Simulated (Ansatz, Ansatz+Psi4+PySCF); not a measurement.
```xyz
2

F     0.0000    0.0000   -1.0848
Cl    0.0000    0.0000    0.5743
```

Basis set: cc-pVTZ on F; cc-pV(T+d)Z on Cl (spherical functions). Frozen core: 6 orbitals. Charge 0, multiplicity 1.

Computed with Ansatz (development build ahead of 0.2.0); free ground-state atoms in the same class of orbitals, no zero-point energy, no relativity.

The atomization energy of singlet ClF from measured heats of formation, zero-point and thermal terms removed is 2.660 eV (G2/97 set, Curtiss et al., J. Chem. Phys. 106, 1063 (1997), as shipped with ASE); it holds spin-orbit and other relativistic effects.

(1) How far do RHF-CCSD(T), RHF-CCSD, RHF-MP2, UHF-MP2 miss it in this basis?

Results:

(1)

| method | atomization energy (eV) | computed − measured (eV) |
| --- | --- | --- |
| RHF-CCSD(T) | 2.422 | -0.238 |
| RHF-CCSD | 2.219 | -0.441 |
| RHF-MP2 | 2.638 | -0.022 |
| UHF-MP2 | 2.674 | 0.014 |
